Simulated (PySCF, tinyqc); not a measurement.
Inside a calculation. Method: LCCD on RHF in the sto-3g basis, frozen core, for HF, spin multiplicity 1. The lowest restricted solution is unstable here: a spin-polarised one lies 0.0108 hartree lower (PySCF). Computed by tinyqc, a small Python program that keeps every step (integrals from PySCF). Settings: charge = 0, multiplicity = 1, basis = sto-3g, method = RHF, frozen orbitals = 1, energy threshold = 1e-10, iteration cap = 57, orthogonalisation = symmetric, start = atomic densities, DIIS depth = 6, amplitude equations = LCCD, DIIS depth for amplitudes = 4, cap on updates = 54. Command: `OMP_NUM_THREADS=1 python tinyqc.py 21831 21832 out.jsonl` (the two numbers bound the seeds that draw the settings). One thread of a shared host (Intel(R) Xeon(R) Processor @ 2.60GHz), about 0.1 s of CPU time with the checks. The early iterations of the SCF are left out here.

## One-electron integrals

Geometry (angstrom):
```
atom         x         y         z
F     0.000000  0.000000  0.000000
H     0.000000  0.000000  1.311000
```

Basis sto-3g: exponents (1/bohr^2) and contraction coefficients of normalised primitives:
```
element  l (shell)    exponent  coefficient
F            s (1)  166.679130     0.154329
F            s (1)   30.360812     0.535328
F            s (1)    8.216821     0.444635
F            s (2)    6.464803    -0.099967
F            s (2)    1.502281     0.399513
F            s (2)    0.488588     0.700115
F            p (3)    6.464803     0.155916
F            p (3)    1.502281     0.607684
F            p (3)    0.488588     0.391957
H            s (1)    3.425251     0.154329
H            s (1)    0.623914     0.535328
H            s (1)    0.168855     0.444635
```

Overlap, kinetic and nuclear-attraction integrals over the contracted functions; the nuclear repulsion is the sum of Za Zb / Rab.

nuclear repulsion = 3.63279550 hartree

overlap S, order 1F 1s, 1F 2s, 1F 2px, 1F 2py, 1F 2pz, 2H 1s:
$$\begin{pmatrix}
1.000000 & 0.237990 & 0.000000 & 0.000000 & 0.000000 & 0.019467 \\
0.237990 & 1.000000 & 0.000000 & 0.000000 & 0.000000 & 0.232561 \\
0.000000 & 0.000000 & 1.000000 & 0.000000 & 0.000000 & 0.000000 \\
0.000000 & 0.000000 & 0.000000 & 1.000000 & 0.000000 & 0.000000 \\
0.000000 & 0.000000 & 0.000000 & 0.000000 & 1.000000 & 0.208177 \\
0.019467 & 0.232561 & 0.000000 & 0.000000 & 0.208177 & 1.000000
\end{pmatrix}$$

kinetic energy T (hartree), order 1F 1s, 1F 2s, 1F 2px, 1F 2py, 1F 2pz, 2H 1s:
$$\begin{pmatrix}
36.984577 & -0.212858 & 0.000000 & 0.000000 & 0.000000 & -0.006378 \\
-0.212858 & 1.037995 & 0.000000 & 0.000000 & 0.000000 & 0.003283 \\
0.000000 & 0.000000 & 3.248015 & 0.000000 & 0.000000 & 0.000000 \\
0.000000 & 0.000000 & 0.000000 & 3.248015 & 0.000000 & 0.000000 \\
0.000000 & 0.000000 & 0.000000 & 0.000000 & 3.248015 & 0.061394 \\
-0.006378 & 0.003283 & 0.000000 & 0.000000 & 0.061394 & 0.760032
\end{pmatrix}$$

nuclear attraction V (hartree), order 1F 1s, 1F 2s, 1F 2px, 1F 2py, 1F 2pz, 2H 1s:
$$\begin{pmatrix}
-77.413224 & -9.272872 & 0.000000 & 0.000000 & -0.007367 & -0.776454 \\
-9.272872 & -11.944734 & 0.000000 & 0.000000 & -0.091938 & -1.941821 \\
0.000000 & 0.000000 & -11.837242 & 0.000000 & 0.000000 & 0.000000 \\
0.000000 & 0.000000 & 0.000000 & -11.837242 & 0.000000 & 0.000000 \\
-0.007367 & -0.091938 & 0.000000 & 0.000000 & -11.882333 & -1.477941 \\
-0.776454 & -1.941821 & 0.000000 & 0.000000 & -1.477941 & -4.827012
\end{pmatrix}$$

core Hamiltonian H = T + V (hartree), order 1F 1s, 1F 2s, 1F 2px, 1F 2py, 1F 2pz, 2H 1s:
$$\begin{pmatrix}
-40.428647 & -9.485729 & 0.000000 & 0.000000 & -0.007367 & -0.782832 \\
-9.485729 & -10.906739 & 0.000000 & 0.000000 & -0.091938 & -1.938538 \\
0.000000 & 0.000000 & -8.589228 & 0.000000 & 0.000000 & 0.000000 \\
0.000000 & 0.000000 & 0.000000 & -8.589228 & 0.000000 & 0.000000 \\
-0.007367 & -0.091938 & 0.000000 & 0.000000 & -8.634318 & -1.416547 \\
-0.782832 & -1.938538 & 0.000000 & 0.000000 & -1.416547 & -4.066980
\end{pmatrix}$$

## Two-electron integrals

Functions are numbered as in S; the eight-fold symmetry (ij|kl) = (ji|kl) = (kl|ij) leaves the list below.

Two-electron integrals (ij|kl) in chemists' order, unique and non-zero (hartree):
```
(11|11) 5.403501   (21|11) 0.841920   (21|21) 0.156299   (22|11) 1.268028
(22|21) 0.292344   (22|22) 0.926167   (31|31) 0.027998   (32|31) 0.043169
(32|32) 0.204588   (33|11) 1.264502   (33|21) 0.292403   (33|22) 0.925959
(33|33) 0.997514   (41|41) 0.027998   (42|41) 0.043169   (42|42) 0.204588
(43|43) 0.053770   (44|11) 1.264502   (44|21) 0.292403   (44|22) 0.925959
(44|33) 0.889973   (44|44) 0.997514   (51|51) 0.027998   (52|51) 0.043169
(52|52) 0.204588   (53|53) 0.053770   (54|54) 0.053770   (55|11) 1.264502
(55|21) 0.292403   (55|22) 0.925959   (55|33) 0.889973   (55|44) 0.889973
(55|55) 0.997514   (61|11) 0.069663   (61|21) 0.012835   (61|22) 0.023894
(61|33) 0.023859   (61|44) 0.023859   (61|51) 0.000497   (61|52) 0.000942
(61|55) 0.023966   (61|61) 0.001064   (62|11) 0.198170   (62|21) 0.046396
(62|22) 0.166749   (62|33) 0.164244   (62|44) 0.164244   (62|51) 0.003113
(62|52) 0.025660   (62|55) 0.171592   (62|61) 0.003868   (62|62) 0.038816
(63|31) 0.004588   (63|32) 0.028227   (63|53) 0.005225   (63|63) 0.005460
(64|41) 0.004588   (64|42) 0.028227   (64|54) 0.005225   (64|64) 0.005460
(65|11) 0.144024   (65|21) 0.034124   (65|22) 0.131445   (65|33) 0.126087
(65|44) 0.126087   (65|51) 0.006560   (65|52) 0.047036   (65|55) 0.142011
(65|61) 0.002946   (65|62) 0.037709   (65|65) 0.041910   (66|11) 0.399937
(66|21) 0.095115   (66|22) 0.395326   (66|33) 0.383937   (66|44) 0.383937
(66|51) 0.006913   (66|52) 0.081867   (66|55) 0.417809   (66|61) 0.007952
(66|62) 0.125539   (66|65) 0.142930   (66|66) 0.774606
```

## Orthogonalisation

S = U s U^T; symmetric (Loewdin) form X = U s^(-1/2) U^T, so that X^T S X = 1.

eigenvalues of S: [0.640143, 0.856249, 1.000000, 1.000000, 1.125493, 1.378115]

X, order 1F 1s, 1F 2s, 1F 2px, 1F 2py, 1F 2pz, 2H 1s:
$$\begin{pmatrix}
1.022530 & -0.126145 & 0.000000 & 0.000000 & -0.002380 & 0.012583 \\
-0.126145 & 1.045195 & 0.000000 & 0.000000 & 0.020089 & -0.126756 \\
0.000000 & 0.000000 & 1.000000 & 0.000000 & 0.000000 & 0.000000 \\
0.000000 & 0.000000 & 0.000000 & 1.000000 & 0.000000 & 0.000000 \\
-0.002380 & 0.020089 & 0.000000 & 0.000000 & 1.017522 & -0.111031 \\
0.012583 & -0.126756 & 0.000000 & 0.000000 & -0.111031 & 1.039741
\end{pmatrix}$$

## Iteration 7 (converged): orbitals

converged F (hartree), order 1F 1s, 1F 2s, 1F 2px, 1F 2py, 1F 2pz, 2H 1s:
$$\begin{pmatrix}
-25.920738 & -6.625950 & 0.000000 & 0.000000 & -0.013727 & -0.553820 \\
-6.625950 & -3.014627 & 0.000000 & 0.000000 & -0.015656 & -0.563276 \\
0.000000 & 0.000000 & -0.464211 & 0.000000 & 0.000000 & 0.000000 \\
0.000000 & 0.000000 & 0.000000 & -0.464211 & 0.000000 & 0.000000 \\
-0.013727 & -0.015656 & 0.000000 & 0.000000 & -0.198838 & -0.398729 \\
-0.553820 & -0.563276 & 0.000000 & 0.000000 & -0.398729 & -0.252943
\end{pmatrix}$$

Diagonalise F' = X^T F X, C = X C', fill 5 alpha and 5 beta electrons from the bottom; D = 2 C_occ C_occ^T. Each column has its largest component positive (the first on a tie).

F' = X^T F X (hartree):
$$\begin{pmatrix}
-25.452978 & -3.389743 & 0.000000 & 0.000000 & -0.029171 & -0.026982 \\
-3.389743 & -1.829691 & 0.000000 & 0.000000 & 0.050868 & -0.278710 \\
0.000000 & 0.000000 & -0.464211 & 0.000000 & 0.000000 & 0.000000 \\
0.000000 & 0.000000 & 0.000000 & -0.464211 & 0.000000 & 0.000000 \\
-0.029171 & 0.050868 & 0.000000 & 0.000000 & -0.117975 & -0.385985 \\
-0.026982 & -0.278710 & 0.000000 & 0.000000 & -0.385985 & -0.081662
\end{pmatrix}$$

orbital energies (hartree): MO1 -25.929941, MO2 -1.409249, MO3 -0.464211, MO4 -0.464211, MO5 -0.463183, MO6 0.320067

coefficients C, order 1F 1s, 1F 2s, 1F 2px, 1F 2py, 1F 2pz, 2H 1s:
$$\begin{pmatrix}
0.995013 & -0.259532 & 0.000000 & 0.000000 & 0.044765 & 0.047253 \\
0.020384 & 1.003880 & 0.000000 & 0.000000 & -0.227270 & -0.254896 \\
0.000000 & 0.000000 & 0.999990 & 0.004516 & 0.000000 & 0.000000 \\
0.000000 & 0.000000 & -0.004516 & 0.999990 & 0.000000 & 0.000000 \\
0.001057 & 0.017697 & 0.000000 & 0.000000 & 0.685385 & -0.760277 \\
-0.002646 & 0.087957 & 0.000000 & 0.000000 & 0.609059 & 0.854938
\end{pmatrix}$$

D after iteration 7, order 1F 1s, 1F 2s, 1F 2px, 1F 2py, 1F 2pz, 2H 1s:
$$\begin{pmatrix}
2.118824 & -0.500862 & 0.000000 & 0.000000 & 0.054280 & 0.003608 \\
-0.500862 & 2.119687 & 0.000000 & 0.000000 & -0.275960 & -0.100353 \\
0.000000 & 0.000000 & 2.000000 & 0.000000 & 0.000000 & 0.000000 \\
0.000000 & 0.000000 & 0.000000 & 2.000000 & 0.000000 & 0.000000 \\
0.054280 & -0.275960 & 0.000000 & 0.000000 & 0.940133 & 0.837987 \\
0.003608 & -0.100353 & 0.000000 & 0.000000 & 0.837987 & 0.757393
\end{pmatrix}$$

Within a degenerate level the vectors are fixed only up to a rotation; this is one choice.

## Convergence

Stop when the energy changes by less than 1e-10 hartree and every element of the error matrix X^T (F D S - S D F) X is below 3e-06.

Course of the cycle:
```
iteration   E (hartree)     change  largest element of the error matrix
1          -99.06930364          -                             6.51e-01
2          -98.40603413   6.63e-01                             3.32e-01
3          -98.48425677  -7.82e-02                             2.24e-02
4          -98.48466054  -4.04e-04                             2.30e-03
5          -98.48466440  -3.86e-06                             4.04e-05
6          -98.48466440  -1.00e-09                             1.60e-06
7          -98.48466440  -1.51e-12                             7.17e-09
```

PySCF RHF in the same basis = -98.48466440 hartree

Converged in 7 iterations.

## Integrals over molecular orbitals

(pq|rs) = sum C_ip C_jq C_kr C_ls (ij|kl), one index at a time.

one-electron integrals over orbitals h = C^T H C (hartree):
$$\begin{pmatrix}
-40.411465 & 0.725235 & 0.000000 & 0.000000 & -0.117697 & -0.129417 \\
0.725235 & -9.120267 & 0.000000 & 0.000000 & 0.461609 & 0.712100 \\
0.000000 & 0.000000 & -8.589228 & 0.000000 & 0.000000 & 0.000000 \\
0.000000 & 0.000000 & 0.000000 & -8.589228 & 0.000000 & 0.000000 \\
-0.117697 & 0.461609 & 0.000000 & 0.000000 & -6.676480 & 2.325448 \\
-0.129417 & 0.712100 & 0.000000 & 0.000000 & 2.325448 & -5.945833
\end{pmatrix}$$

Two-electron integrals over orbitals (pq|rs), unique and non-zero (hartree); the lowest 1 orbital is frozen and left out:
```
(22|22) 0.876436    (32|32) 0.190421    (33|22) 0.897525    (33|33) 0.997514
(42|42) 0.190421    (43|43) 0.053770    (44|22) 0.897525    (44|33) 0.889973
(44|44) 0.997514    (52|22) -0.045663   (52|33) -0.061778   (52|44) -0.061778
(52|52) 0.130122    (53|32) -0.025213   (53|53) 0.033827    (54|42) -0.025213
(54|54) 0.033827    (55|22) 0.679943    (55|33) 0.666000    (55|44) 0.666000
(55|52) -0.010820   (55|55) 0.662970    (62|22) -0.077147   (62|33) -0.076773
(62|44) -0.076773   (62|52) -0.080522   (62|55) -0.020784   (62|62) 0.091304
(63|32) -0.025780   (63|53) -0.023137   (63|63) 0.028663    (64|42) -0.025780
(64|54) -0.023137   (64|64) 0.028663    (65|22) -0.248152   (65|33) -0.254305
(65|44) -0.254305   (65|52) 0.075212    (65|55) -0.089307   (65|62) 0.032660
(65|65) 0.240674    (66|22) 0.631815    (66|33) 0.617425    (66|44) 0.617425
(66|52) 0.041643    (66|55) 0.641293    (66|62) -0.050463   (66|65) -0.027923
(66|66) 0.665457
```

## LCCD: starting amplitudes

t_ij^ab = <ij||ab> / (e_i + e_j - e_a - e_b), whose energy is MP2.

Starting amplitudes (spin orbitals 1a, 1b, ...; amplitudes related by a flip of all spins are not repeated):
```
from      to          t
5a 5b  6a 6b  -0.153638
2a 2b  6a 6b  -0.026399
4a 4b  6a 6b  -0.018273
3a 3b  6a 6b  -0.018273
2a 5b  6a 6b  -0.012999
```

correlation energy = -0.04128366 hartree

## LCCD: amplitude update 1

t_ij^ab D_ij^ab are set to the remaining terms of the spin-orbital equations, evaluated with the old amplitudes; for the doubles these are <ij||ab> + 1/2 <ab||ef> t_ij^ef + 1/2 <mn||ij> t_mn^ab + P(ij)P(ab) <mb||ej> t_im^ae, D the orbital-energy denominators (linear CCD).

Amplitudes after update 1 (spin orbitals 1a, 1b, ...; amplitudes related by a flip of all spins are not repeated):
```
from      to          t
5a 5b  6a 6b  -0.225763
2a 2b  6a 6b  -0.025458
2a 5b  6a 6b  -0.021956
4a 4b  6a 6b  -0.020277
3a 3b  6a 6b  -0.020277
```

correlation energy = -0.05925635 hartree

## LCCD: amplitude update 2

As before.

Amplitudes after update 2 (spin orbitals 1a, 1b, ...; amplitudes related by a flip of all spins are not repeated):
```
from      to          t
5a 5b  6a 6b  -0.261238
2a 5b  6a 6b  -0.026358
2a 2b  6a 6b  -0.022804
4a 4b  6a 6b  -0.020013
3a 3b  6a 6b  -0.020013
```

correlation energy = -0.06782420 hartree

## LCCD: amplitude update 3

t_ij^ab D_ij^ab are set to the remaining terms of the spin-orbital equations, evaluated with the old amplitudes; for the doubles these are <ij||ab> + 1/2 <ab||ef> t_ij^ef + 1/2 <mn||ij> t_mn^ab + P(ij)P(ab) <mb||ej> t_im^ae, D the orbital-energy denominators (linear CCD). DIIS then mixes the stored amplitudes.

DIIS coefficients: [-0.991568, 1.991568]

Amplitudes after update 3 (spin orbitals 1a, 1b, ...; amplitudes related by a flip of all spins are not repeated):
```
from      to          t
5a 5b  6a 6b  -0.296457
2a 5b  6a 6b  -0.030450
2a 2b  6a 6b  -0.019465
4a 4b  6a 6b  -0.019179
3a 3b  6a 6b  -0.019179
```

correlation energy = -0.07621502 hartree

## LCCD: convergence

E_corr = 1/4 sum <ij||ab> t_ij^ab; stop when the norm of the change is below 1e-8.

Course of the amplitude iterations:
```
update  correlation energy (hartree)  norm of the change
0                        -0.04128366                   -
1                        -0.05925635            1.47e-01
2                        -0.06782420            7.22e-02
3                        -0.07621502            3.60e-02
4                        -0.07622024            6.67e-04
5                        -0.07621704            1.12e-04
6                        -0.07621705            2.54e-05
7                        -0.07621720            7.57e-06
8                        -0.07621720            4.86e-08
9                        -0.07621719            2.08e-08
10                       -0.07621719            2.59e-10
```

Converged amplitudes (spin orbitals 1a, 1b, ...; amplitudes related by a flip of all spins are not repeated):
```
from      to          t
5a 5b  6a 6b  -0.296636
2a 5b  6a 6b  -0.030273
2a 2b  6a 6b  -0.019334
4a 4b  6a 6b  -0.018872
3a 3b  6a 6b  -0.018872
```

LCCD total energy = -98.56088159 hartree

Converged in 10 updates, with DIIS from the third.
